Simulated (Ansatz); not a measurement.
## Molecular dynamics of C$_{2}$H$_{5}$Mg

Input file:

```yaml
crystal:
  periodic: [false, false, false]
  atoms:
    - { symbol: C, position_ang: [-1.251445, 1.185022, -1.391357] }
    - { symbol: Mg, position_ang: [-0.134744, 0.131058, -0.167062] }
    - { symbol: C, position_ang: [0.996963, -0.937489, 1.07366] }
    - { symbol: H, position_ang: [-2.041074, 0.78104, -2.058072] }
    - { symbol: H, position_ang: [-1.19748, 2.284116, -1.533791] }
    - { symbol: H, position_ang: [1.350412, -0.351564, 1.941556] }
    - { symbol: H, position_ang: [1.904597, -1.338178, 0.58701] }
    - { symbol: H, position_ang: [0.46507, -1.811205, 1.492256] }
magnetization:
  spin_polarized: true
  initial_magnetization: 1
basis:
  gaussian: { orbitals: STO-3G }
hamiltonian:
  xc: pbe
md:
  timestep: 0.5
  n_steps: 266
  ensemble: nve
  temperature: 300.0
  initial_velocities: maxwell_boltzmann
  seed: 764075
```

Launched with:

```bash
$ ansatz run input.yaml --threads 1 --pin off --max-ram 2048MiB --backend cpu --events-out ev --progress --plain --runs-dir out
```

It starts from a relaxed structure.

Output, in part (one step line in 3, the closing report, with atoms numbered from 0):

```
md step     0: t =     0.00 fs  T =   300.0 K  F+E_penalty+E_count = -7497.10333387 eV  E_kin = 0.232668 eV  conserved = -7496.87066588 eV  (21 SCF iters)
md step     3: t =     1.50 fs  T =   220.5 K  F+E_penalty+E_count = -7497.04049077 eV  E_kin = 0.171048 eV  conserved = -7496.86944276 eV  (21 SCF iters)
md step     6: t =     3.00 fs  T =   139.6 K  F+E_penalty+E_count = -7496.97698369 eV  E_kin = 0.108280 eV  conserved = -7496.86870412 eV  (20 SCF iters)
md step     9: t =     4.50 fs  T =   174.0 K  F+E_penalty+E_count = -7497.00461922 eV  E_kin = 0.134948 eV  conserved = -7496.86967156 eV  (20 SCF iters)
md step    12: t =     6.00 fs  T =   181.3 K  F+E_penalty+E_count = -7497.01083297 eV  E_kin = 0.140575 eV  conserved = -7496.87025760 eV  (21 SCF iters)
md step    15: t =     7.50 fs  T =   106.3 K  F+E_penalty+E_count = -7496.95105600 eV  E_kin = 0.082467 eV  conserved = -7496.86858901 eV  (20 SCF iters)
md step    18: t =     9.00 fs  T =   158.2 K  F+E_penalty+E_count = -7496.99235670 eV  E_kin = 0.122665 eV  conserved = -7496.86969196 eV  (21 SCF iters)
md step    21: t =    10.50 fs  T =   199.8 K  F+E_penalty+E_count = -7497.02548019 eV  E_kin = 0.154988 eV  conserved = -7496.87049189 eV  (20 SCF iters)
md step    24: t =    12.00 fs  T =   101.7 K  F+E_penalty+E_count = -7496.94798616 eV  E_kin = 0.078853 eV  conserved = -7496.86913271 eV  (21 SCF iters)
md step    27: t =    13.50 fs  T =    52.1 K  F+E_penalty+E_count = -7496.90912313 eV  E_kin = 0.040383 eV  conserved = -7496.86874045 eV  (20 SCF iters)
md step    30: t =    15.00 fs  T =   115.0 K  F+E_penalty+E_count = -7496.95905186 eV  E_kin = 0.089195 eV  conserved = -7496.86985723 eV  (21 SCF iters)
md step    33: t =    16.50 fs  T =   129.6 K  F+E_penalty+E_count = -7496.97055887 eV  E_kin = 0.100537 eV  conserved = -7496.87002193 eV  (21 SCF iters)
md step    36: t =    18.00 fs  T =    97.1 K  F+E_penalty+E_count = -7496.94390076 eV  E_kin = 0.075308 eV  conserved = -7496.86859292 eV  (20 SCF iters)
md step    39: t =    19.50 fs  T =   188.0 K  F+E_penalty+E_count = -7497.01582773 eV  E_kin = 0.145772 eV  conserved = -7496.87005572 eV  (20 SCF iters)
md step    42: t =    21.00 fs  T =   219.7 K  F+E_penalty+E_count = -7497.04066474 eV  E_kin = 0.170413 eV  conserved = -7496.87025201 eV  (21 SCF iters)
md step    45: t =    22.50 fs  T =   139.5 K  F+E_penalty+E_count = -7496.97721822 eV  E_kin = 0.108186 eV  conserved = -7496.86903219 eV  (21 SCF iters)
md step    48: t =    24.00 fs  T =   125.0 K  F+E_penalty+E_count = -7496.96585714 eV  E_kin = 0.096913 eV  conserved = -7496.86894425 eV  (20 SCF iters)
md step    51: t =    25.50 fs  T =   192.2 K  F+E_penalty+E_count = -7497.01906458 eV  E_kin = 0.149057 eV  conserved = -7496.87000768 eV  (21 SCF iters)
md step    54: t =    27.00 fs  T =   192.1 K  F+E_penalty+E_count = -7497.01879748 eV  E_kin = 0.149015 eV  conserved = -7496.86978215 eV  (21 SCF iters)
md step    57: t =    28.50 fs  T =   166.7 K  F+E_penalty+E_count = -7496.99821610 eV  E_kin = 0.129272 eV  conserved = -7496.86894435 eV  (20 SCF iters)
md step    60: t =    30.00 fs  T =   211.7 K  F+E_penalty+E_count = -7497.03437526 eV  E_kin = 0.164206 eV  conserved = -7496.87016947 eV  (21 SCF iters)
md step    63: t =    31.50 fs  T =   178.8 K  F+E_penalty+E_count = -7497.00841893 eV  E_kin = 0.138638 eV  conserved = -7496.86978079 eV  (21 SCF iters)
md step    66: t =    33.00 fs  T =   103.4 K  F+E_penalty+E_count = -7496.94920230 eV  E_kin = 0.080191 eV  conserved = -7496.86901114 eV  (20 SCF iters)
md step    69: t =    34.50 fs  T =   106.0 K  F+E_penalty+E_count = -7496.95140855 eV  E_kin = 0.082237 eV  conserved = -7496.86917188 eV  (20 SCF iters)
md step    72: t =    36.00 fs  T =   158.8 K  F+E_penalty+E_count = -7496.99314917 eV  E_kin = 0.123155 eV  conserved = -7496.86999368 eV  (21 SCF iters)
md step    75: t =    37.50 fs  T =   154.1 K  F+E_penalty+E_count = -7496.98899009 eV  E_kin = 0.119506 eV  conserved = -7496.86948383 eV  (20 SCF iters)
md step    78: t =    39.00 fs  T =   157.6 K  F+E_penalty+E_count = -7496.99167074 eV  E_kin = 0.122262 eV  conserved = -7496.86940833 eV  (21 SCF iters)
md step    81: t =    40.50 fs  T =   181.6 K  F+E_penalty+E_count = -7497.01081161 eV  E_kin = 0.140859 eV  conserved = -7496.86995307 eV  (21 SCF iters)
md step    84: t =    42.00 fs  T =   152.4 K  F+E_penalty+E_count = -7496.98773787 eV  E_kin = 0.118225 eV  conserved = -7496.86951289 eV  (20 SCF iters)
md step    87: t =    43.50 fs  T =   123.3 K  F+E_penalty+E_count = -7496.96485681 eV  E_kin = 0.095641 eV  conserved = -7496.86921613 eV  (21 SCF iters)
md step    90: t =    45.00 fs  T =   143.7 K  F+E_penalty+E_count = -7496.98080747 eV  E_kin = 0.111431 eV  conserved = -7496.86937687 eV  (20 SCF iters)
md step    93: t =    46.50 fs  T =   183.8 K  F+E_penalty+E_count = -7497.01240060 eV  E_kin = 0.142532 eV  conserved = -7496.86986902 eV  (21 SCF iters)
md step    96: t =    48.00 fs  T =   185.3 K  F+E_penalty+E_count = -7497.01322646 eV  E_kin = 0.143748 eV  conserved = -7496.86947822 eV  (21 SCF iters)
md step    99: t =    49.50 fs  T =   187.8 K  F+E_penalty+E_count = -7497.01544185 eV  E_kin = 0.145650 eV  conserved = -7496.86979144 eV  (21 SCF iters)
md step   102: t =    51.00 fs  T =   162.3 K  F+E_penalty+E_count = -7496.99547666 eV  E_kin = 0.125856 eV  conserved = -7496.86962092 eV  (21 SCF iters)
md step   105: t =    52.50 fs  T =   121.4 K  F+E_penalty+E_count = -7496.96353959 eV  E_kin = 0.094115 eV  conserved = -7496.86942452 eV  (20 SCF iters)
md step   108: t =    54.00 fs  T =    98.5 K  F+E_penalty+E_count = -7496.94572676 eV  E_kin = 0.076375 eV  conserved = -7496.86935135 eV  (21 SCF iters)
md step   111: t =    55.50 fs  T =   103.7 K  F+E_penalty+E_count = -7496.94976811 eV  E_kin = 0.080391 eV  conserved = -7496.86937706 eV  (23 SCF iters)
md step   114: t =    57.00 fs  T =   129.8 K  F+E_penalty+E_count = -7496.97025805 eV  E_kin = 0.100691 eV  conserved = -7496.86956682 eV  (20 SCF iters)
md step   117: t =    58.50 fs  T =   152.0 K  F+E_penalty+E_count = -7496.98756269 eV  E_kin = 0.117886 eV  conserved = -7496.86967645 eV  (21 SCF iters)
md step   120: t =    60.00 fs  T =   145.5 K  F+E_penalty+E_count = -7496.98267353 eV  E_kin = 0.112851 eV  conserved = -7496.86982242 eV  (20 SCF iters)
md step   123: t =    61.50 fs  T =   108.5 K  F+E_penalty+E_count = -7496.95330856 eV  E_kin = 0.084126 eV  conserved = -7496.86918282 eV  (21 SCF iters)
md step   126: t =    63.00 fs  T =   114.6 K  F+E_penalty+E_count = -7496.95843346 eV  E_kin = 0.088843 eV  conserved = -7496.86959081 eV  (20 SCF iters)
md step   129: t =    64.50 fs  T =   121.4 K  F+E_penalty+E_count = -7496.96367088 eV  E_kin = 0.094180 eV  conserved = -7496.86949062 eV  (21 SCF iters)
md step   132: t =    66.00 fs  T =   132.4 K  F+E_penalty+E_count = -7496.97190442 eV  E_kin = 0.102655 eV  conserved = -7496.86924917 eV  (21 SCF iters)
md step   135: t =    67.50 fs  T =   181.6 K  F+E_penalty+E_count = -7497.01031731 eV  E_kin = 0.140826 eV  conserved = -7496.86949133 eV  (21 SCF iters)
md step   138: t =    69.00 fs  T =   226.6 K  F+E_penalty+E_count = -7497.04581284 eV  E_kin = 0.175742 eV  conserved = -7496.87007131 eV  (20 SCF iters)
md step   141: t =    70.50 fs  T =   188.9 K  F+E_penalty+E_count = -7497.01610768 eV  E_kin = 0.146504 eV  conserved = -7496.86960399 eV  (20 SCF iters)
md step   144: t =    72.00 fs  T =   147.4 K  F+E_penalty+E_count = -7496.98331458 eV  E_kin = 0.114325 eV  conserved = -7496.86898935 eV  (20 SCF iters)
md step   147: t =    73.50 fs  T =   178.9 K  F+E_penalty+E_count = -7497.00868955 eV  E_kin = 0.138765 eV  conserved = -7496.86992491 eV  (20 SCF iters)
md step   150: t =    75.00 fs  T =   167.0 K  F+E_penalty+E_count = -7496.99912847 eV  E_kin = 0.129543 eV  conserved = -7496.86958583 eV  (21 SCF iters)
md step   153: t =    76.50 fs  T =   143.9 K  F+E_penalty+E_count = -7496.98068300 eV  E_kin = 0.111595 eV  conserved = -7496.86908812 eV  (21 SCF iters)
md step   156: t =    78.00 fs  T =   184.2 K  F+E_penalty+E_count = -7497.01241378 eV  E_kin = 0.142847 eV  conserved = -7496.86956656 eV  (20 SCF iters)
md step   159: t =    79.50 fs  T =   207.9 K  F+E_penalty+E_count = -7497.03164406 eV  E_kin = 0.161269 eV  conserved = -7496.87037483 eV  (20 SCF iters)
md step   162: t =    81.00 fs  T =   121.8 K  F+E_penalty+E_count = -7496.96351007 eV  E_kin = 0.094434 eV  conserved = -7496.86907581 eV  (21 SCF iters)
md step   165: t =    82.50 fs  T =   102.2 K  F+E_penalty+E_count = -7496.94836473 eV  E_kin = 0.079284 eV  conserved = -7496.86908051 eV  (21 SCF iters)
md step   168: t =    84.00 fs  T =   154.1 K  F+E_penalty+E_count = -7496.98966003 eV  E_kin = 0.119482 eV  conserved = -7496.87017850 eV  (20 SCF iters)
md step   171: t =    85.50 fs  T =   123.6 K  F+E_penalty+E_count = -7496.96527594 eV  E_kin = 0.095884 eV  conserved = -7496.86939168 eV  (21 SCF iters)
md step   174: t =    87.00 fs  T =   106.6 K  F+E_penalty+E_count = -7496.95161731 eV  E_kin = 0.082673 eV  conserved = -7496.86894459 eV  (20 SCF iters)
md step   177: t =    88.50 fs  T =   167.4 K  F+E_penalty+E_count = -7496.99975947 eV  E_kin = 0.129865 eV  conserved = -7496.86989467 eV  (21 SCF iters)
md step   180: t =    90.00 fs  T =   166.1 K  F+E_penalty+E_count = -7496.99903773 eV  E_kin = 0.128809 eV  conserved = -7496.87022824 eV  (23 SCF iters)
md step   183: t =    91.50 fs  T =    79.1 K  F+E_penalty+E_count = -7496.92992679 eV  E_kin = 0.061335 eV  conserved = -7496.86859199 eV  (19 SCF iters)
md step   186: t =    93.00 fs  T =   118.4 K  F+E_penalty+E_count = -7496.96124654 eV  E_kin = 0.091800 eV  conserved = -7496.86944679 eV  (21 SCF iters)
md step   189: t =    94.50 fs  T =   181.9 K  F+E_penalty+E_count = -7497.01131036 eV  E_kin = 0.141091 eV  conserved = -7496.87021958 eV  (20 SCF iters)
md step   192: t =    96.00 fs  T =   146.9 K  F+E_penalty+E_count = -7496.98316370 eV  E_kin = 0.113938 eV  conserved = -7496.86922538 eV  (20 SCF iters)
md step   195: t =    97.50 fs  T =   146.2 K  F+E_penalty+E_count = -7496.98244183 eV  E_kin = 0.113401 eV  conserved = -7496.86904071 eV  (20 SCF iters)
md step   198: t =    99.00 fs  T =   203.9 K  F+E_penalty+E_count = -7497.02833739 eV  E_kin = 0.158152 eV  conserved = -7496.87018567 eV  (20 SCF iters)
md step   201: t =   100.50 fs  T =   161.5 K  F+E_penalty+E_count = -7496.99514158 eV  E_kin = 0.125266 eV  conserved = -7496.86987578 eV  (21 SCF iters)
md step   204: t =   102.00 fs  T =    85.6 K  F+E_penalty+E_count = -7496.93478080 eV  E_kin = 0.066374 eV  conserved = -7496.86840681 eV  (20 SCF iters)
md step   207: t =   103.50 fs  T =   162.6 K  F+E_penalty+E_count = -7496.99599255 eV  E_kin = 0.126117 eV  conserved = -7496.86987599 eV  (20 SCF iters)
md step   210: t =   105.00 fs  T =   206.9 K  F+E_penalty+E_count = -7497.03060916 eV  E_kin = 0.160502 eV  conserved = -7496.87010706 eV  (21 SCF iters)
md step   213: t =   106.50 fs  T =   163.2 K  F+E_penalty+E_count = -7496.99561309 eV  E_kin = 0.126599 eV  conserved = -7496.86901408 eV  (21 SCF iters)
md step   216: t =   108.00 fs  T =   182.6 K  F+E_penalty+E_count = -7497.01089801 eV  E_kin = 0.141610 eV  conserved = -7496.86928793 eV  (21 SCF iters)
md step   219: t =   109.50 fs  T =   225.4 K  F+E_penalty+E_count = -7497.04512017 eV  E_kin = 0.174790 eV  conserved = -7496.87033007 eV  (20 SCF iters)
md step   222: t =   111.00 fs  T =   152.7 K  F+E_penalty+E_count = -7496.98786835 eV  E_kin = 0.118418 eV  conserved = -7496.86945060 eV  (21 SCF iters)
md step   225: t =   112.50 fs  T =   102.6 K  F+E_penalty+E_count = -7496.94812739 eV  E_kin = 0.079574 eV  conserved = -7496.86855375 eV  (22 SCF iters)
md step   228: t =   114.00 fs  T =   189.1 K  F+E_penalty+E_count = -7497.01675662 eV  E_kin = 0.146626 eV  conserved = -7496.87013064 eV  (21 SCF iters)
md step   231: t =   115.50 fs  T =   204.2 K  F+E_penalty+E_count = -7497.02829590 eV  E_kin = 0.158352 eV  conserved = -7496.86994427 eV  (21 SCF iters)
md step   234: t =   117.00 fs  T =   151.9 K  F+E_penalty+E_count = -7496.98683433 eV  E_kin = 0.117818 eV  conserved = -7496.86901663 eV  (21 SCF iters)
md step   237: t =   118.50 fs  T =   165.3 K  F+E_penalty+E_count = -7496.99768199 eV  E_kin = 0.128211 eV  conserved = -7496.86947104 eV  (20 SCF iters)
md step   240: t =   120.00 fs  T =   178.8 K  F+E_penalty+E_count = -7497.00892828 eV  E_kin = 0.138684 eV  conserved = -7496.87024437 eV  (20 SCF iters)
md step   243: t =   121.50 fs  T =    97.2 K  F+E_penalty+E_count = -7496.94452435 eV  E_kin = 0.075394 eV  conserved = -7496.86913002 eV  (21 SCF iters)
md step   246: t =   123.00 fs  T =    80.0 K  F+E_penalty+E_count = -7496.93096262 eV  E_kin = 0.062051 eV  conserved = -7496.86891182 eV  (20 SCF iters)
md step   249: t =   124.50 fs  T =   155.6 K  F+E_penalty+E_count = -7496.99081723 eV  E_kin = 0.120656 eV  conserved = -7496.87016154 eV  (20 SCF iters)
md step   252: t =   126.00 fs  T =   154.4 K  F+E_penalty+E_count = -7496.98933984 eV  E_kin = 0.119764 eV  conserved = -7496.86957583 eV  (20 SCF iters)
md step   255: t =   127.50 fs  T =   135.4 K  F+E_penalty+E_count = -7496.97418790 eV  E_kin = 0.104999 eV  conserved = -7496.86918901 eV  (21 SCF iters)
md step   258: t =   129.00 fs  T =   160.0 K  F+E_penalty+E_count = -7496.99380187 eV  E_kin = 0.124127 eV  conserved = -7496.86967531 eV  (20 SCF iters)
md step   261: t =   130.50 fs  T =   158.7 K  F+E_penalty+E_count = -7496.99290869 eV  E_kin = 0.123068 eV  conserved = -7496.86984097 eV  (21 SCF iters)
md step   264: t =   132.00 fs  T =   120.5 K  F+E_penalty+E_count = -7496.96250197 eV  E_kin = 0.093477 eV  conserved = -7496.86902470 eV  (21 SCF iters)
md step   266: t =   133.00 fs  T =   133.3 K  F+E_penalty+E_count = -7496.97257636 eV  E_kin = 0.103412 eV  conserved = -7496.86916414 eV  (22 SCF iters)
Total energy: -7496.97259852 eV, -275.5086613650 hartree
Atom 0 at    -1.239711     1.184986    -1.399982 Å, force     0.256780    -0.345551     0.390667 eV/Å
Atom 1 at    -0.124497     0.148374    -0.160397 Å, force    -0.094061    -0.142044    -0.151883 eV/Å
Atom 2 at     0.986566    -0.957064     1.051574 Å, force    -1.610085     0.405540     1.249155 eV/Å
Atom 3 at    -1.560866     0.838342    -2.391195 Å, force    -0.071325    -0.067856    -0.425982 eV/Å
Atom 4 at    -1.881645     2.018083    -1.090258 Å, force    -0.258064     0.454853     0.057316 eV/Å
Atom 5 at     1.563805    -0.297974     1.684673 Å, force     1.095300     0.715334     0.152020 eV/Å
Atom 6 at     1.646416    -1.654973     0.586830 Å, force     1.058585    -0.843166    -0.671889 eV/Å
Atom 7 at     0.450794    -1.523103     1.844139 Å, force    -0.377131    -0.177110    -0.599405 eV/Å
Dipole moment:    -0.009105     0.035900     0.022794 e Å
```

All steps were run. The conserved energy stayed within 0.28 meV per atom of its start (net change 0.19 meV per atom), so the integration is sound. The temperature averaged 0.52 of the 300 K drawn at the start: a run that starts near a minimum puts about half its kinetic energy into the potential. A run of 0.13 ps of so small a system gives no equilibrium averages. Limits of this set-up: minimal basis.

The same pairs are bonded in the first frame and the last. Pairs count as bonded within 1.25 times the sum of covalent radii (0.12 Å more for H–H).

Last frame:

```xyz
8
Properties=species:S:1:pos:R:3
C -1.240 1.185 -1.400
Mg -0.124 0.148 -0.160
C 0.987 -0.957 1.052
H -1.561 0.838 -2.391
H -1.882 2.018 -1.090
H 1.564 -0.298 1.685
H 1.646 -1.655 0.587
H 0.451 -1.523 1.844
```

Time of the run: 3.3 min on 1 thread of Intel(R) Xeon(R) 6975P-C (Granite Rapids), on a shared host, peak memory 0.11 GiB.
